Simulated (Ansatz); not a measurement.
# C2H3N: the cost of one run

Method: DFT B3LYP, Gaussian basis def2-SVP, in Ansatz 0.2.0.

### Step 1. The structure to begin with

Bond lengths: N1–C2 1.157 Å, C2–C3 1.463 Å, C3–H4 1.109 Å, C3–H5 1.109 Å, C3–H6 1.109 Å. Angles: N1–C2–C3 180.0°, C2–C3–H4 109.5°, C2–C3–H5 109.5°, C2–C3–H6 109.5°, H4–C3–H5 109.5°, H4–C3–H6 109.5°, H5–C3–H6 109.5°.

Coordinates:

```xyz
6

N    -1.4882   -0.7273   -0.9884
C    -1.6689    0.3429   -1.3900
C    -1.8975    1.6959   -1.8978
H    -2.8000    1.7014   -2.5430
H    -1.0179    2.0224   -2.4898
H    -2.0480    2.3903   -1.0457
```

### Step 2. Relaxing the atoms: C2H3N

Contents of input.yaml:

```yaml
crystal:
  periodic: [false, false, false]
  atoms:
    - { symbol: "N", position_ang: [-1.488163, -0.727267, -0.988375] }
    - { symbol: C, position_ang: [-1.668935, 0.342851, -1.389986] }
    - { symbol: C, position_ang: [-1.897498, 1.695888, -1.897778] }
    - { symbol: H, position_ang: [-2.800029, 1.701389, -2.542961] }
    - { symbol: H, position_ang: [-1.017886, 2.022375, -2.489845] }
    - { symbol: H, position_ang: [-2.047971, 2.390334, -1.045746] }
basis:
  gaussian: { orbitals: def2-SVP }
hamiltonian:
  xc: b3lyp
relax:
  f_tol: 0.004
  max_steps: 200
output:
  orbitals: {}
```

The run is started by

```
> ansatz run input.yaml --threads 4 --pin off --max-ram 10240MiB --backend cpu --events-out ev --progress --plain --runs-dir out
```

What time and memory should one allow on 4 threads of Intel Xeon 6975P-C (Granite Rapids), shared host?

About 1.4 s, with a peak of 0.12 GiB.
